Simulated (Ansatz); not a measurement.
Geometry optimisation, Ansatz 0.2.0, UKS r2SCAN-D4/6-31G.

Input file:

```yaml
crystal:
  periodic: [false, false, false]
  atoms:
    - { symbol: "N", position_ang: [-1.287, 0.0948, -0.3338] }
    - { symbol: Si, position_ang: [0.3251, 0.155, 0.1967] }
    - { symbol: F, position_ang: [1.20105, 0.41504, -1.10112] }
    - { symbol: H, position_ang: [-1.358, -0.6626, -0.9654] }
    - { symbol: H, position_ang: [0.48132, 1.30594, 1.1449] }
    - { symbol: H, position_ang: [0.72124, -1.1284, 0.85829] }
magnetization:
  spin_polarized: true
  initial_magnetization: 1
basis:
  gaussian: { orbitals: "6-31G" }
hamiltonian:
  xc: r2scan
  dispersion: d4
relax:
  f_tol: 0.015
  max_steps: 40
output:
  orbitals: {}
```

Run as:

```bash
$ ansatz run input.yaml --threads 1 --pin off --max-ram 2048MiB --backend cpu --events-out ev --progress --plain --runs-dir out
```

**Question.** Where does it end, and by what steps?

**Answer.** The forces met the threshold. Limits of this set-up: no polarisation functions. After 7 steps the energy has fallen by 0.761 eV; H4 moved furthest, 0.50 Å.

```json
{"step": "0", "energy less start (eV)": "0.0000", "largest force component (eV/Å)": "4.736", "accepted": "yes"}
{"step": "1", "energy less start (eV)": "-0.5085", "largest force component (eV/Å)": "2.050", "accepted": "yes"}
{"step": "2", "energy less start (eV)": "-0.5966", "largest force component (eV/Å)": "2.261", "accepted": "yes"}
{"step": "3", "energy less start (eV)": "-0.7261", "largest force component (eV/Å)": "0.437", "accepted": "yes"}
{"step": "4", "energy less start (eV)": "-0.7489", "largest force component (eV/Å)": "0.253", "accepted": "yes"}
{"step": "5", "energy less start (eV)": "-0.7573", "largest force component (eV/Å)": "0.203", "accepted": "yes"}
{"step": "6", "energy less start (eV)": "-0.7612", "largest force component (eV/Å)": "0.017", "accepted": "yes"}
{"step": "7", "energy less start (eV)": "-0.7613", "largest force component (eV/Å)": "0.002", "accepted": "yes"}
```

```xyz
6
Properties=species:S:1:pos:R:3
N -1.316 -0.256 -0.190
Si 0.388 0.106 0.222
F 1.440 0.363 -1.096
H -1.671 -0.314 -1.154
H 0.355 1.363 1.035
H 0.888 -1.082 0.983
```

Time of the run: 24 s on 1 thread of Arm Neoverse V2, on a shared host, peak memory 0.16 GiB.
